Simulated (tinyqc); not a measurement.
CCD on RHF in the sto-3g basis, frozen core, for H3O+, spin multiplicity 1, step by step. One step of it, computed by the program tinyqc.

Problem. Iteration 8 (converged): orbitals. Diagonalise F' = X^T F X, C = X C', fill 5 alpha and 5 beta electrons from the bottom; D = 2 C_occ C_occ^T. Each column has its largest component positive (the first on a tie).

converged F (hartree), lower triangle:
```
             1O 1s      1O 2s     1O 2px     1O 2py     1O 2pz      2H 1s      3H 1s      4H 1s
1O 1s   -20.821333
1O 2s    -5.296077  -2.912187
1O 2px   -0.000011  -0.000113  -0.798482
1O 2py    0.000000   0.000000   0.000000  -0.798436
1O 2pz    0.020127   0.088400   0.000041   0.000000  -0.848198
2H 1s    -0.875657  -0.976874  -0.558742   0.000000   0.239082  -0.737931
3H 1s    -0.874764  -0.976172   0.279132  -0.483765   0.238909  -0.294436  -0.737469
4H 1s    -0.874764  -0.976172   0.279132   0.483765   0.238909  -0.294436  -0.294071  -0.737469
```

X:
```
                1          2          3          4          5          6          7          8
1O 1s   -0.372705  -0.000620   0.000000   0.712374   0.633944  -0.000157   0.000000   0.149699
1O 2s    1.174168   0.001449   0.000000  -0.137924   0.220575  -0.000224   0.000000   0.432065
1O 2px   0.001391  -0.876951   0.000000  -0.000049   0.000080   0.676707   0.000000   0.000184
1O 2py   0.000000   0.000000   0.876995   0.000000   0.000000   0.000000   0.676587   0.000000
1O 2pz  -0.306267  -0.000295   0.000000  -0.699959   0.671102  -0.000005   0.000000  -0.117826
2H 1s   -0.518485   0.882976   0.000000  -0.137268  -0.117771   0.447593   0.000000   0.314497
3H 1s   -0.516398  -0.442494  -0.765037  -0.137399  -0.117889  -0.223986   0.387800   0.314241
4H 1s   -0.516398  -0.442494   0.765037  -0.137399  -0.117889  -0.223986  -0.387800   0.314241
```

Give: F' = X^T F X; orbital energies; coefficients C; D after iteration 8.

Solution.

F' = X^T F X (hartree), lower triangle:
```
         1       2        3        4        5        6        7        8
1  -0.7021
2  -0.0018  0.1654
3   0.0000  0.0000   0.1652
4   2.1509  0.0044   0.0000  -9.5340
5   1.9069  0.0041   0.0000  -8.8875  -9.9534
6  -0.0004  0.0388   0.0000   0.0028   0.0029  -1.0066
7   0.0000  0.0000  -0.0389   0.0000   0.0000   0.0000  -1.0066
8   0.2571  0.0010   0.0000  -3.8740  -4.0102   0.0012   0.0000  -3.2057
```

orbital energies (hartree): MO1 -20.8297, MO2 -1.7056, MO3 -1.0079, MO4 -1.0079, MO5 -0.8743, MO6 0.0143, MO7 0.1665, MO8 0.1667

coefficients C:
```
            MO1      MO2      MO3      MO4      MO5      MO6      MO7      MO8
1O 1s    0.9943  -0.2404   0.0001   0.0000  -0.0639  -0.1421   0.0000   0.0002
1O 2s    0.0252   0.8906  -0.0004   0.0000   0.3148   0.8604   0.0000  -0.0015
1O 2px   0.0000   0.0001   0.7053   0.0000   0.0003  -0.0010   0.0000  -0.8541
1O 2py   0.0000   0.0000   0.0000   0.7053   0.0000   0.0000   0.8541   0.0000
1O 2pz  -0.0025  -0.1004  -0.0002   0.0000   0.9249  -0.4273   0.0000   0.0007
2H 1s   -0.0042   0.0975   0.4183   0.0000  -0.1224  -0.6107   0.0000   0.8989
3H 1s   -0.0042   0.0974  -0.2091   0.3622  -0.1226  -0.6125  -0.7775  -0.4480
4H 1s   -0.0042   0.0974  -0.2091  -0.3622  -0.1226  -0.6125   0.7775  -0.4480
```

D after iteration 8, lower triangle:
```
          1O 1s    1O 2s   1O 2px   1O 2py   1O 2pz    2H 1s    3H 1s   4H 1s
1O 1s    2.1010
1O 2s   -0.4182   1.7856
1O 2px   0.0000  -0.0002   0.9949
1O 2py   0.0000   0.0000   0.0000   0.9949
1O 2pz  -0.0748   0.4033   0.0001   0.0000   1.7309
2H 1s   -0.0394   0.0960   0.5900   0.0000  -0.2461   0.3990
3H 1s   -0.0395   0.0962  -0.2950   0.5109  -0.2461  -0.1259   0.3989
4H 1s   -0.0395   0.0962  -0.2950  -0.5109  -0.2461  -0.1259  -0.1259  0.3989
```
